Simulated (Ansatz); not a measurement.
# AlBH (doublet): the correlation ladder at distance B1–H3 = 1.637 Å, 6-31G

Aim: climb from Hartree-Fock through coupled cluster and multireference methods for AlBH (doublet) at one geometry and basis, and see what each rung misses.

The runs use Ansatz 0.2.0, Gaussian basis; 6-31G, core rule «outside noble gas», up to 6 orbitals frozen.

To be run: UHF; CCSD(T) on ROHF; CCSD(T) on UHF; BCCD(T) on ROHF; CISD; CCSDT(Q) on ROHF; CCSDT(Q) on UHF; CCSDTQ on ROHF; CCSDTQ on UHF; CASSCF and MRCISD+Q, 3 electrons in 3 orbitals; CASSCF and NEVPT2, 3 electrons in 3 orbitals; CASSCF and MRCISD+Q, 7 electrons in 9 orbitals; CASSCF and NEVPT2, 7 electrons in 9 orbitals; Full CI.

19 further runs of the same task are left out: 4 for a mislabelled method, 12 that didn't finish, 3 set aside as unsound or not needed.

## Step 1: The geometry

The geometry derives from a PBE0/def2-TZVP stationary point (not a proven minimum). One bond is set to the value named and the two fragments are kept rigid.

3 atoms, charge 0, spin multiplicity 2.

Atoms are counted from 1 here; the program's logs count them from 0.

Bond lengths: B1–Al2 2.120 Å.

Geometry (Å):

```
B     0.0000   -0.1187    0.1699
Al    0.0000   -0.0600   -1.9495
H     0.0000    0.1787    1.7796
```

## Step 2: UHF

Contents of in.yaml:

```yaml
crystal:
  periodic: [false, false, false]
  atoms:
    - {symbol: B, position_ang: [0.000000, -0.118670, 0.169871]}
    - {symbol: Al, position_ang: [0.000000, -0.060039, -1.949504]}
    - {symbol: H, position_ang: [0.000000, 0.178709, 1.779633]}
basis:
  gaussian: {orbitals: 6-31G}
magnetization: {spin_polarized: true, initial_magnetization: 1}
hamiltonian: {xc: hf}
output: {orbitals: {seedname: orbitals}}
```

Started as:

```sh
ansatz run in.yaml --threads 1 --pin off --events-out ev --progress --plain --max-ram 2393MiB
```

The runs that follow: CCSD(T) on ROHF; CCSD(T) on UHF; BCCD(T) on ROHF; CISD; CCSDT(Q) on ROHF; CCSDT(Q) on UHF; CCSDTQ on ROHF; CCSDTQ on UHF; CASSCF and MRCISD+Q, 3 electrons in 3 orbitals; CASSCF and NEVPT2, 3 electrons in 3 orbitals; CASSCF and MRCISD+Q, 7 electrons in 9 orbitals; CASSCF and NEVPT2, 7 electrons in 9 orbitals; Full CI.

Before running them: what should the planned runs give, taken together? Wanted: FCI below the RHF energy; RMP2 from FCI; UMP2 from FCI; RCCSD from FCI; RCCSD(T) from FCI; UCCSD(T) from FCI; RCCSDT(Q) from FCI; UCCSDT(Q) from FCI; NEVPT2 pair from FCI.

**Answer**, as computed:

| quantity | value |
| --- | --- |
| FCI below the RHF energy | -2.8462 eV |
| RMP2 from FCI | +1021.1 meV |
| UMP2 from FCI | +1025.0 meV |
| RCCSD from FCI | +110.7 meV |
| RCCSD(T) from FCI | +40.2 meV |
| UCCSD(T) from FCI | +41.6 meV |
| RCCSDT(Q) from FCI | +1.6 meV |
| UCCSDT(Q) from FCI | +1.6 meV |
| NEVPT2 pair from FCI | +787.3 meV |
| MRCISD+Q pair from FCI | -14.7 meV |
| NEVPT2 valence from FCI | +176.4 meV |
| levels within 1 kcal/mol (43 meV) | RCCSD(T), UCCSD(T), BCCD(T), RCCSDT, UCCSDT, RCCSDT(Q), UCCSDT(Q), RCCSDTQ, UCCSDTQ, MRCISD+Q pair, MRCISD valence, MRCISD+Q valence |
| T1 diagnostic | 0.032 |
| effectively unpaired electrons | 1.15 |

In words: RCCSD(T) lands +40.2 meV from the yardstick (1.4 % of the correlation energy). MRCISD+Q pair falls below full CI: the +Q correction isn't variational, and the cores differ from full CI's. One determinant dominates. Of the multireference levels listed MRCISD+Q valence comes nearest in total energy (+9.1 meV), which doesn't show that its space is the better one. Coupled cluster took another determinant than the lowest Hartree-Fock one. These misses are within one basis, not against nature; the frozen cores of restricted and unrestricted runs differ, which can shift their rows.
